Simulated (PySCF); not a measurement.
Ethene, fluoro-, C₂H₃F, SMILES C=CF, point group Cs.

Level: B3LYP/pcSseg-1 in PySCF (density fitting, grid level 2); geometry and Hessian at that level, cubic constants and property derivatives from steps of ±0.6 along each species' dimensionless normal coordinates, second-order vibrational perturbation theory. The parent has the commonest isotopes.

Equilibrium geometry (Å):

| atom | x | y | z |
| --- | --- | --- | --- |
| C1 | -0.6925 | 0.0190 | -0.1302 |
| C2 | 0.6070 | 0.0622 | 0.0992 |
| F3 | 1.3840 | -1.0397 | 0.0438 |
| H4 | -1.2774 | 0.9312 | -0.0735 |
| H5 | -1.1927 | -0.9134 | -0.3756 |
| H6 | 1.1841 | 0.9488 | 0.3500 |

(1) Give the equilibrium and ground-state rotational constants (MHz) of parent; ²H at 4; ²H at 5; ¹³C at 1, ²H at 4; ²H at 6; ¹³C at 2; ¹³C at 2, ²H at 4.

(2) How is the parent's vibrational correction B0 − Be made up?

(3) And its quartic centrifugal distortion constants from the harmonic force field?

Results:

(1) 
```csv
species,Ae,Be,Ce,A0,B0,C0,Δ0 (u Å²),harmonic ZPE (cm⁻¹)
parent,65288,10577,9102.5,64700,10529,9040.7,0.091,9608
²H at 4,64504,9610.2,8364.1,63918,9566.1,8308.9,0.087,8929
²H at 5,54079,10213,8590.5,53596,10173,8535.8,0.100,8943
"¹³C at 1, ²H at 4",64042,9351,8159.6,63463,9308.5,8106.5,0.087,8889
²H at 6,50309,10577,8739.7,49919,10528,8679.1,0.100,8908
¹³C at 2,63666,10574,9067.7,63105,10526,9006.5,0.093,9563
"¹³C at 2, ²H at 4",62976,9608.8,8336.8,62415,9565.4,8282.2,0.089,8883
```

Δ0 = Ic − Ia − Ib from the ground-state constants.

(2) 
| axis | harmonic | Coriolis | cubic | total (MHz) |
| --- | --- | --- | --- | --- |
| a | 408 | -146 | -851 | -589 |
| b | 23 | -2.56 | -68.6 | -48.2 |
| c | 9.02 | -3.53 | -67.4 | -61.9 |

(3) Asymmetric top, A reduction, Ir representation: ΔJ = 8.13 kHz, ΔJK = -75.7 kHz, ΔK = 1340 kHz, δJ = 1.68 kHz, δK = 32.9 kHz.
